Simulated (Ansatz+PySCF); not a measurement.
## singlet C4H8: levels of theory in one basis

```
atom    x (Å)    y (Å)    z (Å)
   C   0.0000   0.0000  -1.5759
   C   0.0000   0.0000  -0.1306
   C   0.0000   1.3722   0.7313
   C   0.0000  -1.3722   0.7313
   H   0.0000  -1.0080  -2.1919
   H   0.0000   1.0080  -2.1919
   H   0.0000   2.3346   0.0366
   H  -0.9541   1.4266   1.4436
   H   0.9541   1.4266   1.4436
   H   0.0000  -2.3346   0.0366
   H   0.9541  -1.4266   1.4436
   H  -0.9541  -1.4266   1.4436
```

Basis set: def2-SVP (spherical functions). Correlated methods keep 4 orbitals frozen. Charge 0, multiplicity 1.

Computed with Ansatz (development build ahead of 0.2.0); each method stands on the lowest determinant of its kind that the runs found. NEVPT2 correlates all electrons. Active spaces start from the frontier orbitals, and the lowest solution found is given.

```tsv
method	E − E(RHF) (eV)	<S²> of the determinant
RHF	0.00	0.00
UHF	-0.12	0.35
RHF-MP2	-15.71	–
CASSCF(2,2)	-0.91	–
SC-NEVPT2(2,2)	-16.07	–
```

**Question.** What does UHF-MP2 give on the same scale?

**Answer.** -15.19 eV.

**Question.** Is a single determinant a sound starting point here?

**Answer.** Only with care. Unrestricted orbitals gain 0.12 eV and <S²> is 0.35 against 0.00 for a pure state, so spin symmetry breaks but gains little energy; restricted orbitals can still serve. The CASSCF(2,2) natural occupations are 1.88, 0.12.

Caution for UHF, UHF-MP2: the unrestricted determinant is spin contaminated. Caution for UHF-MP2: a plain start can end on a higher determinant; another reference gives a lower total.
